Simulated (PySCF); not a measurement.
CFCl3.
SMILES: `FC(Cl)(Cl)Cl`

Method used: B97-2/6-311+G(2d,p) in PySCF (dipole) on a GFN2-xTB geometry, gas phase.

Take the most abundant isotopes and a rigid rotor. 

Q: What are A, B and C (GHz)?

A: Ia = 206.75, Ib = 206.79, Ic = 295.71 u·Å²; 505379 MHz·u·Å²/I gives 2444, 2444 and 1709 MHz, that is A = 2.4444, B = 2.4439, C = 1.7091 GHz.

Q: Classify the top.

A: An oblate symmetric top, as the point group C3v requires two equal moments; Ray's κ = 0.999.

Q: Is it planar, by Δ = Ic − Ia − Ib?

A: Not planar: Δ = Ic − Ia − Ib = -117.84 u·Å². For a rigid frame Δ = −2 Σ m c², so Σ m c² = 58.92 u·Å² lies off the ab plane. The atom farthest from that plane is 1.59 Å away.

Q: Give the other two planar moments, Paa and Pbb, and the rms extents of the mass along the axes.

A: Paa = Σ m a² = (Ib + Ic − Ia)/2 = 147.88 and Pbb = Σ m b² = (Ia + Ic − Ib)/2 = 147.83 u·Å². With the mass M = 135.90 u, the rms extents √(P/M) along a, b and c are 1.04, 1.04, 0.66 Å.

Q: Where do the R-branch lines fall?

A: The dipole of 0.40 D lies along the symmetry axis, so ΔK = 0 and J+1 ← J falls at 2B(J+1) for every K: 4.89 GHz, 9.78 GHz, 14.66 GHz, 19.55 GHz, 24.44 GHz for J = 0 to 4.

Q: Estimate the classical rotational partition function at 25 K, 298.15 K and 500 K.

A: Point group C3v, symmetry number σ = 3; q = (√π/σ)·√((kT/h)³/(ABC)), k/h = 20836.6 MHz/K: 2200 at 25 K, 90500 at 298.15 K, 197000 at 500 K.

No frequency check. Zero-point vibration and centrifugal distortion are left out.

Rough CPU time on one thread of a shared machine: about 7 s. This is the B97-2/6-311+G(2d,p) job that gave the dipole, with the shieldings it also computed.
